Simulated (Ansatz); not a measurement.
# C2H4F2O2: one species, many methods

Aim: compute C2H4F2O2 with functionals from several rungs and with coupled cluster, and see how far each lands from CCSD(T) at the basis-set limit for the atomisation energy.

Program: Ansatz 0.2.0, Gaussian basis. Level of theory: functionals in def2-TZVPP, the program's frozen cores in correlated methods. These are calculated values, not measurements.

Levels to be run: PBE-D4, r2SCAN-D4, PBE0-D4, B3LYP-D4, ωB97X-V, ωB97M-V, B2PLYP; CCSD(T)/def2-TZVPP; MP2/def2-QZVPP; extrapolation to the limit.

## Step 1: Structure used throughout

The geometry comes from an earlier relaxation with PBE0-D4 in a triple-zeta def2 set; it is a stationary point, not always the lowest conformer.

SMILES `OCC(O)(F)F`, 10 atoms, charge 0, spin multiplicity 1.

Atoms are counted from 1 here; the program's logs count them from 0.

Bond lengths: O1–C2 1.396 Å, O1–H7 0.962 Å, C2–C3 1.515 Å, C2–H8 1.097 Å, C2–H9 1.090 Å, C3–O4 1.357 Å, C3–F5 1.356 Å, C3–F6 1.361 Å, O4–H10 0.965 Å. Angles: C2–O1–H7 108.0°, O1–C2–C3 112.3°, O1–C2–H8 112.9°, O1–C2–H9 107.9°, C3–C2–H8 107.1°, C3–C2–H9 107.9°, H8–C2–H9 108.6°, C2–C3–O4 109.8°, C2–C3–F5 111.7°, C2–C3–F6 109.3°, O4–C3–F5 109.9°, O4–C3–F6 110.7°, F5–C3–F6 105.3°, C3–O4–H10 109.1°.

Coordinates:

```xyz
10
C2H4F2O2
O    -0.94110   -1.46075   -0.32559
C    -0.08433   -0.78691    0.54594
C     0.12506    0.65809    0.14188
O     0.61988    0.71625   -1.11983
F    -1.02493    1.37285    0.22035
F     0.97763    1.25144    1.02056
H    -0.57683   -1.39097   -1.21343
H     0.90806   -1.25024    0.61287
H    -0.53932   -0.79491    1.53690
H     0.61898    1.63396   -1.41665
```

## Step 2: PBE-D4 (GGA)

in.yaml reads:

```yaml
crystal:
  periodic: [false, false, false]
  atoms:
    - {symbol: O, position_ang: [-0.941100, -1.460749, -0.325591]}
    - {symbol: C, position_ang: [-0.084329, -0.786909, 0.545944]}
    - {symbol: C, position_ang: [0.125058, 0.658088, 0.141876]}
    - {symbol: O, position_ang: [0.619883, 0.716251, -1.119834]}
    - {symbol: F, position_ang: [-1.024931, 1.372846, 0.220353]}
    - {symbol: F, position_ang: [0.977630, 1.251438, 1.020559]}
    - {symbol: H, position_ang: [-0.576833, -1.390973, -1.213428]}
    - {symbol: H, position_ang: [0.908062, -1.250237, 0.612870]}
    - {symbol: H, position_ang: [-0.539324, -0.794912, 1.536901]}
    - {symbol: H, position_ang: [0.618983, 1.633958, -1.416650]}
basis:
  gaussian: {orbitals: def2-TZVPP}
hamiltonian: {xc: pbe, dispersion: d4}
output: {forces: true, orbitals: {seedname: orbitals}}
```

Launch:

```sh
$ ansatz run in.yaml --threads 4 --pin off --events-out ev --progress --plain --max-ram 10444MiB
```

Further steps of the session: r2SCAN-D4 (meta-GGA); PBE0-D4 (hybrid); B3LYP-D4 (hybrid); ωB97X-V (range-separated); ωB97M-V (range-separated); B2PLYP (double hybrid); CCSD(T) in def2-TZVPP; MP2 in def2-QZVPP.

**Question.** What will the summary of the whole plan be? Wanted: atomisation energy, CCSD(T)/CBS; farthest; mean size of error, hybrid; mean size of error, range-separated; gap, smallest and largest; T1 diagnostic; triples share of the correlation energy.

The runs gave:

```
                               quantity                                 value
        atomisation energy, CCSD(T)/CBS                             41.171 eV
    functionals within 0.206 eV (0.5 %)  r2SCAN-D4, PBE0-D4, ωB97X-V, ωB97M-V
                               farthest                    PBE-D4 (+1.433 eV)
             mean size of error, hybrid                              0.173 eV
    mean size of error, range-separated                              0.085 eV
              gap, smallest and largest  6.55 eV (PBE-D4), 13.68 eV (ωB97X-V)
                          T1 diagnostic                                0.0113
triples share of the correlation energy                                 3.3 %
```

PBE-D4 is off by +1.433 eV. Double hybrids carry the basis error of their MP2 part in triple zeta, and no dispersion term here, so their miss is partly the set-up's. The reference freezes the cores and leaves out relativity and excitations past (T), so misses under about 0.206 eV can't be ranked. Hartree-Fock recovers 68 % of the binding; the rest is correlation. The gap grows from 6.5 to 13.7 eV across the functionals, mostly with the share of exact exchange.
